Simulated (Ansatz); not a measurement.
Species, as SMILES: S (H2S).
Geometry (B3LYP-D3(BJ)/def2-TZVP, fixed):
```
S
H 1 1.3426
H 1 1.3426 2 92.55
```

Basis-set convergence of the dipole moment at PBE with Ansatz (a quantum-chemistry and plane-wave program). Dipoles come from the density behind the forces; the sign is taken along the dipole that this method gives in the largest set. Cartesian d functions, on some or all atoms, in 6-31G*, 6-311G**; all else is spherical. The program fits the integrals of some runs and decomposes those of others, by size. No added dispersion term, no relativity. Reference: the value in aug-pcseg-3, 0.968 D. Deviations are taken from unrounded values.

| basis | functions | dipole moment (D) | minus reference (D) |
|---|---|---|---|
| STO-3G | 11 | 1.068 | 0.100 |
| 6-31G | 17 | 1.910 | 0.942 |
| pcseg-0 | 17 | 2.024 | 1.056 |
| 6-31G* | 23 | 1.497 | 0.529 |
| def2-SVP | 28 | 1.296 | 0.328 |
| cc-pV(D+d)Z | 33 | 1.223 | 0.255 |
| 6-311G** | 39 | 1.390 | 0.422 |
| aug-pcseg-1 | 45 | 1.056 | 0.088 |
| aug-cc-pV(D+d)Z | 50 | 1.001 | 0.033 |
| 6-311++G(2d,2p) | 55 | 1.103 | 0.135 |
| def2-TZVPP | 70 | 1.084 | 0.116 |
| 6-311++G(3df,3pd) | 83 | 0.972 | 0.004 |
| aug-pcseg-2 | 96 | 0.987 | 0.019 |
| aug-cc-pV(T+d)Z | 101 | 0.976 | 0.008 |
| def2-QZVPP | 130 | 1.024 | 0.056 |
| aug-pcseg-3 | 187 | 0.968 | 0.000 |
| cc-pV(5+d)Z | 210 | 1.011 | 0.043 |
| pcseg-4 | 227 | 0.978 | 0.010 |
